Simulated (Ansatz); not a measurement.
The input, for Ansatz 0.2.0:

```yaml
crystal:
  periodic: [false, false, false]
  atoms:
    - {symbol: Ge, position_ang: [0.000000, 0.004135, 0.687208]}
    - {symbol: Al, position_ang: [0.000000, 0.004261, -1.791505]}
    - {symbol: H, position_ang: [0.000000, 1.412261, 1.312142]}
    - {symbol: H, position_ang: [1.232737, -0.735515, 1.248279]}
    - {symbol: H, position_ang: [-1.232737, -0.735515, 1.248279]}
    - {symbol: H, position_ang: [0.000000, 1.361411, -2.615534]}
    - {symbol: H, position_ang: [0.000000, -1.714711, -2.761975]}
basis:
  gaussian: {orbitals: cc-pVDZ}
magnetization: {spin_polarized: true, initial_magnetization: 0}
correlation: {method: mp2, electrons: outside_noble_gas}
accuracy: high
output: {forces: true}
```

```sh
$ ansatz run in.yaml --threads 1 --pin off --events-out ev --progress --plain --max-ram 2393MiB
```

The program prints:

```
1578 factors; integrals over basis functions are off by at most 4.7e-9 eV
mean field evaluation 1: about -63132.6225 eV, gradient 8.2e0 eV
mean field evaluation 2: about -63132.6452 eV, gradient 8.2e0 eV
mean field evaluation 4: about -63133.5206 eV, gradient 4.5e-1 eV
mean field evaluation 8: about -63133.5237 eV, gradient 1.5e-4 eV
mean field -63133.52364960 eV, -2320.1142006834 hartree, gradient 2.4e-8 eV, S^2 0.000000; 0 other end points of the search recorded, 0 dependent functions left out
19 core orbitals not correlated: weight in the atoms' cores, before any rotation towards them, 0.999 or more for the frozen orbitals, at most 0.000 for the correlated occupied ones
reference -63133.52364960 eV, -2320.1142006834 hartree; 6, 6 occupied and 45, 45 virtual orbitals, 1578 factors
second order -4.62628320 eV of doubles, -0.00000000 eV of singles
the calculation of the forces begins
mean field evaluation 16: about -63133.5236 eV, gradient 2.4e-8 eV
Total energy: -63138.14993280 eV, -2320.2842134553 hartree
Atom 0 at     0.000000     0.004135     0.687208 Å, force    -0.000000    -0.109684     0.312080 eV/Å
Atom 1 at     0.000000     0.004261    -1.791505 Å, force    -0.000000    -2.130794    -1.464342 eV/Å
Atom 2 at     0.000000     1.412261     1.312142 Å, force     0.000000     0.063139    -0.038978 eV/Å
Atom 3 at     1.232737    -0.735515     1.248279 Å, force     0.040130    -0.014601    -0.018055 eV/Å
Atom 4 at    -1.232737    -0.735515     1.248279 Å, force    -0.040130    -0.014601    -0.018055 eV/Å
Atom 5 at     0.000000     1.361411    -2.615534 Å, force     0.000000    -0.100451    -0.059421 eV/Å
Atom 6 at     0.000000    -1.714711    -2.761975 Å, force    -0.000000     2.306992     1.286772 eV/Å
Dipole moment:    -0.000000     0.151253     0.008284 e Å
```

Forces (eV/Å):
```
Ge   0.000 -0.110  0.312
Al   0.000 -2.131 -1.464
H    0.000  0.063 -0.039
H    0.040 -0.015 -0.018
H   -0.040 -0.015 -0.018
H    0.000 -0.100 -0.059
H    0.000  2.307  1.287
```

Ran on 1 thread of Arm Neoverse V2, shared host: 8 s wall, 0.26 GiB peak host memory.
